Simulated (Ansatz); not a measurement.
Predict the output of the script below (Ansatz 0.2.0, Python API).

Script `relaxed_scan.py`:
```python
from dataclasses import dataclass
import warnings

import ansatz as az
import numpy as np


@dataclass(frozen=True)
class RunConfig:
    basis_set: str = "def2-SVP"
    functional: str = "hf"


cfg = RunConfig()


def main() -> None:
    warnings.simplefilter("ignore", az.DeckWarning)

    molecule = (
        az.Crystal.molecule()
        .atom("O", [0.97333, -0.55912, 0.47519])
        .atom("B", [0.02479, -0.01497, 0.01202])
        .atom("F", [-0.99812, 0.5741, -0.48721])
    )

    model = (
        molecule.calculation()
        .basis(gaussian=cfg.basis_set)
        .functional(cfg.functional)
    )
    symbols = [site.symbol for site in molecule.cartesian_sites]
    pairs = [(0, 1), (1, 2)]
    print("held (A)   E (eV)        ", "  ".join(f"{symbols[i]}{i}-{symbols[j]}{j}" for i, j in pairs))
    for length in [1.18, 1.28, 1.38, 1.54, 1.73]:
        report = model.relax(constraints=[az.DistanceConstraint((1, 2), at=length)], force_tolerance=0.02, max_steps=60).run(threads=1, pin="off").report
        xyz = np.array(report["positions_ang"])
        print(f"{length:6.2f} {report['free_energy_ev']:14.5f}  ", "  ".join(f"{np.linalg.norm(xyz[i] - xyz[j]):.3f}" for i, j in pairs))


if __name__ == "__main__":
    main()
```

Running `python relaxed_scan.py` prints:
```text
held (A)   E (eV)         O0-B1  B1-F2
  1.18    -5412.56518   1.189  1.180
  1.28    -5412.85559   1.185  1.280
  1.38    -5412.57609   1.182  1.380
  1.54    -5411.57221   1.178  1.540
  1.73    -5410.08013   1.175  1.730
```

Caveats:
- These settings explore the input space; basis and method may be short of convergence.
- The energies are electronic: no zero-point or thermal terms, and the basis set is short of its limit.
- The script silences the warnings on its input, which a real study should read.
- Run time: 13 s on 1 thread of Arm Neoverse N1 (shared host), peak memory 0.16 GiB.
